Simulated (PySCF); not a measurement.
# P2, singlet: the ladder up to full CI

Geometry: MP2(full)/6-31G*, from the G2/97 set.

```xyz
2

P     0.0000    0.0000    0.0000
P     0.0000    0.0000    1.9323
```

Basis STO-3G; PySCF 2.14.0. Only valence electrons are correlated (noble-gas cores frozen), which leaves 10 electrons in 8 orbitals. R marks a restricted (for open shells ROHF) determinant, U an unrestricted one.

Full CI is exact within this basis and frozen core; it isn't the basis-set limit. The frozen core follows each run's orbitals, which can shift R against U totals by a few meV.

Unrestricted rows (U) aren't spin-pure: their determinants' ⟨S²⟩ exceeds S(S+1) by up to 0.86, so they mix in states of higher spin.

Even RCCSDT lies 0.12 eV above full CI, so the series on this determinant hasn't closed, and part of each miss may be a gap between states. RHF is unstable: UHF (⟨S²⟩ = 0.86) lies 0.41 eV below the lowest RHF solution. Higher spins weren't run at this geometry and may lie near or lower.

- UHF ⟨S²⟩: 0.861
- T1 diagnostic (ROHF- or RHF-based CCSD): 0.0051
- largest doubles amplitude (ROHF- or RHF-based CCSD): 0.218

```json
{"level": "RHF", "E − E(full CI) (kJ/mol)": "407.8", "share of correlation (%)": "0.00", "wall time": "–"}
{"level": "UHF", "E − E(full CI) (kJ/mol)": "368.2", "share of correlation (%)": "9.70", "wall time": "–"}
{"level": "RMP2", "E − E(full CI) (kJ/mol)": "-24.0", "share of correlation (%)": "105.88", "wall time": "–"}
{"level": "UMP2", "E − E(full CI) (kJ/mol)": "181.7", "share of correlation (%)": "55.44", "wall time": "–"}
{"level": "RCCSD", "E − E(full CI) (kJ/mol)": "15.2", "share of correlation (%)": "96.26", "wall time": "–"}
{"level": "UCCSD", "E − E(full CI) (kJ/mol)": "-1.2", "share of correlation (%)": "100.30", "wall time": "–"}
{"level": "RCCSD(T)", "E − E(full CI) (kJ/mol)": "10.8", "share of correlation (%)": "97.35", "wall time": "0.16 s"}
{"level": "UCCSD(T)", "E − E(full CI) (kJ/mol)": "-2.9", "share of correlation (%)": "100.70", "wall time": "0.14 s"}
{"level": "RCCSDT", "E − E(full CI) (kJ/mol)": "11.1", "share of correlation (%)": "97.27", "wall time": "–"}
{"level": "UCCSDT", "E − E(full CI) (kJ/mol)": "8.9", "share of correlation (%)": "97.83", "wall time": "0.4 s"}
{"level": "RCCSDT(Q)", "E − E(full CI) (kJ/mol)": "-0.5", "share of correlation (%)": "100.13", "wall time": "0.32 s"}
```

The correlation energy at full CI, counted from RHF, is -4.226 eV. Full CI, over all symmetries tried, took 2.1 s on 1 thread of Arm Neoverse V1, shared host; the state has 396 determinants.

Times are those of the correlated step on a shared host, with one SCF added for the restricted CCSD run; they ran on 1 thread of Arm Neoverse V1.

More than 5 meV below full CI, which no variational method can be: RMP2, UCCSD, UCCSD(T), RCCSDT(Q).

The full-CI state has the irrep Ag of D2h, in the program's axes (one component, if the state is degenerate).

Natural occupations of full CI about the gap: 1.995 1.987 1.964 1.848 1.848 0.160 0.160 0.039; effectively unpaired electrons, Σ n²(2−n)², 0.34.

Atomization energy (electronic, same basis, no zero-point term; atoms at the same level, unrestricted beside the R rows where the molecule is a closed shell; the atoms' step beyond CCSDT comes from their full CI) at full CI: 434.7 kJ/mol. Errors of other levels:

```tsv
level	error (kJ/mol)
RHF	-407.8
UHF	-368.2
RMP2	24.0
UMP2	-181.7
RCCSD	-15.2
UCCSD	1.2
RCCSD(T)	-10.8
UCCSD(T)	2.9
RCCSDT	-11.1
UCCSDT	-8.9
RCCSDT(Q)	0.5
```

This basis is far from its limit, so the value isn't to be set against a measured one.
